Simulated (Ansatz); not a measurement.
# C₂H₇Al: how energies converge with the basis set

How large a basis does C₂H₇Al need? Two functionals and correlated methods are run in growing sets.

Computed with Ansatz 0.2.0, Gaussian basis. Level: one geometry, several basis sets.

The runs, in order: PBE0-D4/def2-SVP; ωB97M-V/def2-SVP; PBE0-D4/def2-QZVPP; ωB97M-V/def2-QZVPP; CCSD(T)/cc-pV(D+d)Z; CCSD(T)/cc-pV(T+d)Z; CCSD(T)/cc-pV(Q+d)Z; the functionals' def2-TZVPP values are taken from earlier runs.

**1. Structure used throughout**

The geometry comes from an earlier relaxation with PBE0-D4/def2-TZVP; it is a stationary point, not always the lowest conformer.

SMILES `C[CH2][AlH2]`, 10 atoms, charge 0, spin multiplicity 1.

Atoms are counted from 1 here; the program's logs count them from 0.

Bond lengths: C1–C2 1.528 Å, C1–H4 1.094 Å, C1–H5 1.093 Å, C1–H6 1.093 Å, C2–Al3 1.958 Å, C2–H7 1.099 Å, C2–H8 1.099 Å, Al3–H9 1.592 Å, Al3–H10 1.592 Å. Angles: C2–C1–H4 112.2°, C2–C1–H5 111.7°, C2–C1–H6 111.7°, H4–C1–H5 107.2°, H4–C1–H6 107.2°, H5–C1–H6 106.6°, C1–C2–Al3 116.9°, C1–C2–H7 110.4°, C1–C2–H8 110.4°, Al3–C2–H7 107.2°, Al3–C2–H8 107.3°, H7–C2–H8 103.9°, C2–Al3–H9 119.8°, C2–Al3–H10 121.0°, H9–Al3–H10 119.2°.

**2. PBE0-D4 in def2-SVP**

File in.yaml:

```yaml
crystal:
  periodic: [false, false, false]
  atoms:
    - {symbol: C, position_ang: [-0.939219, 0.315047, -0.881134]}
    - {symbol: C, position_ang: [-0.218483, -0.592528, 0.114157]}
    - {symbol: Al, position_ang: [1.379366, 0.134923, 0.981727]}
    - {symbol: H, position_ang: [-1.818682, -0.166814, -1.319127]}
    - {symbol: H, position_ang: [-0.285543, 0.607107, -1.707450]}
    - {symbol: H, position_ang: [-1.279366, 1.241203, -0.409981]}
    - {symbol: H, position_ang: [0.075942, -1.534228, -0.370351]}
    - {symbol: H, position_ang: [-0.905844, -0.910130, 0.910723]}
    - {symbol: H, position_ang: [2.176552, -0.747570, 2.039490]}
    - {symbol: H, position_ang: [1.898279, 1.601791, 0.644746]}
basis:
  gaussian: {orbitals: def2-SVP}
hamiltonian: {xc: pbe0, dispersion: d4}
output: {orbitals: {seedname: orbitals}}
```

Command:

```console
> ansatz run in.yaml --threads 2 --pin off --events-out ev --progress --plain --max-ram 32768MiB --backend cpu
```

After this run come: ωB97M-V in def2-SVP; PBE0-D4 in def2-QZVPP; ωB97M-V in def2-QZVPP; CCSD(T) in cc-pV(D+d)Z; CCSD(T) in cc-pV(T+d)Z; CCSD(T) in cc-pV(Q+d)Z.

Before running them: what should the planned runs give, taken together? Wanted: MP2 correlation recovered, cc-pV(D+d)Z; MP2 correlation recovered, cc-pV(T+d)Z; MP2 correlation recovered, cc-pV(Q+d)Z; difference of two CCSD(T) limits: def2 sets; PBE0-D4: double and triple zeta above quadruple; ωB97M-V: double and triple zeta above quadruple.

**Answer**, as computed:

```
                                                                   quantity          value
                                     MP2 correlation recovered, cc-pV(D+d)Z         73.9 %
                                     MP2 correlation recovered, cc-pV(T+d)Z         90.3 %
                                     MP2 correlation recovered, cc-pV(Q+d)Z         96.0 %
difference of two CCSD(T) limits: def2 sets (earlier runs) less this series        -28 meV
                            PBE0-D4: double and triple zeta above quadruple  5.03, 0.34 eV
                            ωB97M-V: double and triple zeta above quadruple  5.20, 0.33 eV
```

**Reading.** PBE0-D4 gains 4.69 eV from double to triple zeta, then 0.34 eV more. In cc-pV(D+d)Z MP2 holds 74 % of its limit, in cc-pV(Q+d)Z 96 %, while Hartree-Fock is within 0.063 eV in the largest set. A limit from the def2 sets, made apart, differs by 28 meV, a least measure of the doubt on such a limit. Total energies overstate the basis error of differences, where much of it tends to cancel.
